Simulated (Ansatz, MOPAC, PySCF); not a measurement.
Reaction (SMILES): C#N (CHN) [formonitrile] + 3 [H][H] (H2) → C (CH4) + N (NH3)

Quantity: energy of full hydrogenation (enthalpy at 298 K), in kcal/mol. Set-up: non-relativistic; LANL2DZ all-electron up to Ne; 6-311+G** with 5d; spin-orbit terms left out; six Cartesian d functions in 6-31G* and its kin unless marked 5d; no dispersion term unless named; PM7 with its own dispersion and hydrogen-bond terms; valence correlation only. Basis-set limits of correlation are two-point, X^-3; Hartree-Fock from the larger set. Ab initio and DFT rows: single points at B3LYP-D3(BJ) geometries (Ansatz, an electronic-structure program), with unscaled harmonic terms from B3LYP/6-31G* at its own minima. Semi-empirical rows: MOPAC heats of formation at their own minima for 298 K.

Measured values: Active Thermochemical Tables 1.112 (ions: stationary electron), as tabulated in the package chemicals; they hold spin-orbit and core effects, anharmonicity. 

Value to compare with, the measured value: -59.6 kcal/mol.

```json
[
 {"level": "AM1", "program": "MOPAC", "energy of full hydrogenation (enthalpy at 298 K) (kcal/mol)": "-31.5", "error": "28.1"},
 {"level": "PM7", "program": "MOPAC", "energy of full hydrogenation (enthalpy at 298 K) (kcal/mol)": "47.5", "error": "107.1"},
 {"level": "SVWN5/6-31G*", "program": "Ansatz", "energy of full hydrogenation (enthalpy at 298 K) (kcal/mol)": "-77.8", "error": "-18.2"},
 {"level": "PBE/LANL2DZ", "program": "Ansatz", "energy of full hydrogenation (enthalpy at 298 K) (kcal/mol)": "-71.8", "error": "-12.2"},
 {"level": "B3LYP/LANL2DZ", "program": "Ansatz", "energy of full hydrogenation (enthalpy at 298 K) (kcal/mol)": "-68.9", "error": "-9.3"},
 {"level": "B3LYP/6-31G**", "program": "Ansatz", "energy of full hydrogenation (enthalpy at 298 K) (kcal/mol)": "-59.4", "error": "0.2"},
 {"level": "B3LYP/def2-SVP", "program": "Ansatz", "energy of full hydrogenation (enthalpy at 298 K) (kcal/mol)": "-60.9", "error": "-1.3"},
 {"level": "B3LYP/6-311+G**", "program": "Ansatz", "energy of full hydrogenation (enthalpy at 298 K) (kcal/mol)": "-60.4", "error": "-0.8"},
 {"level": "M06-2X/6-311+G**", "program": "PySCF", "energy of full hydrogenation (enthalpy at 298 K) (kcal/mol)": "-60.2", "error": "-0.6"},
 {"level": "wB97X-V/def2-TZVPD", "program": "Ansatz", "energy of full hydrogenation (enthalpy at 298 K) (kcal/mol)": "-64.6", "error": "-5.0"},
 {"level": "CCSD(T)/CBS(def2-TZVPPD,def2-QZVPPD)", "program": "Ansatz", "energy of full hydrogenation (enthalpy at 298 K) (kcal/mol)": "-60.6", "error": "-1.0"}
]
```

Among the 9 habitual levels, PM7 lies farthest from the measured value (107.1 kcal/mol); 3 of 9 lie above it, and their mean absolute error is 19.8 kcal/mol, the median 9.3. One case shows no general order.

The levels are drawn from those run, B3LYP/6-31G* more often than the rest, none by its result; runs whose electronic state is in doubt are left out.
